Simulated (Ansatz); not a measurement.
Molecule: propyl chloride, C₃H₇Cl, charge 0, multiplicity 1. SMILES: C(CC)Cl
Geometry: optimised at B3LYP-D3(BJ)/def2-TZVP (Ansatz, an electronic-structure program).

Quantity: size of the dipole moment, in D. Conventions: 6-311+G** with 5d, 6d on Na to Ar in Ansatz; non-relativistic; 6-31G* and kin with 6d, 5d where marked; no spin-orbit coupling; dispersion terms only where a functional's name holds one; LANL2DZ with its own core potentials from Na on. First-principles rows: single points at B3LYP-D3(BJ) geometries (Ansatz).

Measured values: NIST CCCBDB, as tabulated in the package chemicals; dipoles are vibrational averages and may belong to another conformer or a mix. 

Value to compare with, the measured value: 2.05 D.

| level | program | size of the dipole moment (D) | error |
|---|---|---|---|
| PBE/STO-3G | Ansatz | 2.36 | 0.31 |
| PBE/3-21G | Ansatz | 2.50 | 0.45 |
| PBE/LANL2DZ | Ansatz | 2.45 | 0.40 |
| PBE/6-31G* | Ansatz | 2.30 | 0.25 |
| PBE/def2-SVP | Ansatz | 1.98 | -0.07 |
| PBE/6-311+G** | Ansatz | 2.28 | 0.23 |

5 of the 6 habitual levels lie above the measured value; their mean absolute error is 0.28 D, the median 0.28.

The sets are all those run for this method; runs whose electronic state is in doubt are left out.
